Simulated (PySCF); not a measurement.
System (SMILES): [SiH4] (SiH4).
Geometry (B3LYP-D3(BJ)/def2-TZVP, fixed):
```xyz
5

Si     0.0000     0.0000     0.0000
H      0.8756     0.8547     0.8331
H     -0.8222    -0.8655     0.8753
H     -0.8862     0.8545    -0.8220
H      0.8328    -0.8437    -0.8864
```

Basis-set convergence of the isotropic shielding of Si1 at PBE with PySCF. GIAO, no density fitting; atoms are numbered in the order shown. All functions are spherical. Core-valence sets carry the plain set on hydrogen. No added dispersion term, no relativity. Reference: the value in pcSseg-3, 435.79 ppm, itself unsure by roughly 2.38 ppm (its mean distance from cc-pCVQZ, pcseg-3, pcSseg-2). Deviations are taken from unrounded values.

```csv
basis,functions,isotropic shielding of Si1 (ppm),minus reference (ppm)
pcSseg-0,21,486.74,50.94
def2-SV(P),26,491.36,55.56
cc-pV(D+d)Z,43,483.35,47.56
def2-SVPD,56,474.81,39.02
aug-cc-pV(D+d)Z,68,502.43,66.64
def2-TZVPD,79,428.30,-7.50
pcSseg-2,99,439.36,3.57
cc-pCVTZ,115,441.04,5.24
aug-cc-pV(T+d)Z,147,446.77,10.97
```
